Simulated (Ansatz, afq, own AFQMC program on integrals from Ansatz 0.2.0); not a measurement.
AFQMC on a folder of integrals that Ansatz 0.2.0 wrote.

```yaml
crystal:
  periodic: [false, false, false]
  atoms:
    - {symbol: Ge, position_ang: [0.000000, 0.000000, 0.000000]}
    - {symbol: H, position_ang: [0.561303, 1.033925, 1.032591]}
    - {symbol: H, position_ang: [-0.569863, -1.029690, 1.032135]}
    - {symbol: H, position_ang: [-0.559224, 1.030817, -1.036818]}
    - {symbol: H, position_ang: [0.567783, -1.035053, -1.027908]}
basis:
  gaussian: {orbitals: 6-31G}
total_charge: 1
magnetization: {spin_polarized: true, initial_magnetization: 3}
correlation: {method: ccsd_t, electrons: outside_noble_gas, hamiltonian_folder: ham}
```

```sh
$ ansatz run in.yaml --threads 1 --pin off --events-out ev --progress --plain --max-ram 1843MiB
```

Options of the walk:

```
--method free --trial cisd --walkers 110 --time-step 0.03 --max-blocks 80 --target-error 0.00032 --factor-cut 1e-05 --seed 833 --times 0,0.3,0.6,1.2,1.8,2.4,3.6,4.8,6 --taylor-order 8
```

Times are imaginary, in 1/Eh. The walk had a cap of 529 s. Filled inner d shells are frozen with the cores.

```
orbitals 23  electrons 5 2  factors 197 of 378
reference energy -2076.67939668 Eh
CCSD correlation -0.06115340 Eh in 12 cycles, weight of the determinant in the CISD state 0.9347
repeat  energy at the last time / Eh  error
    10  -2076.742047  0.000169
    20  -2076.742035  0.000100
    30  -2076.742008  0.000084
time / (1/Eh)  energy / Eh  error  mean overlap
  0.00  -2076.740551  0.000025  1.0695
  0.30  -2076.741159  0.000038  1.0697
  0.60  -2076.741465  0.000037  1.0691
  1.20  -2076.741774  0.000052  1.0768
  1.80  -2076.741898  0.000053  1.0788
  2.40  -2076.741982  0.000042  1.0776
  3.60  -2076.742051  0.000060  1.0848
  4.80  -2076.742103  0.000057  1.0713
  6.00  -2076.742006  0.000082  1.0846
energy -2076.742006 +/- 0.000082 Eh
```

(1) Estimate how long the walk took on 1 thread of Arm Neoverse V1, with other jobs on the host.

The run passed its tests (error under three times the target), which doesn't prove that it has relaxed.

Against this walk (error 2.2 meV) on the same determinant: CCSD(T) 12.5 meV higher, full CI 1.8 meV lower (within the noise). The error is statistical, and a free projection of finite length keeps a remainder of its start. The last points scatter (meV from the last: 2.9 ± 1.4 at 1.80, 0.7 ± 1.1 at 2.40, -1.2 ± 1.6 at 3.60, -2.6 ± 1.5 at 4.80, 0.0 ± 2.2 at 6.00); the last is the one printed as the energy, and the gaps above move with that scatter.

Cautions: remainder of the start not in the error; no relativity below Rb; no spin-orbit coupling; inner d shell frozen; another spin lies lower.

Results:

(1) 66 s of wall time.

A walk keeps the symmetry of its determinant, which the program's search chose and which needn't be the lowest solution, so a lower state of the same spin and another symmetry isn't excluded.
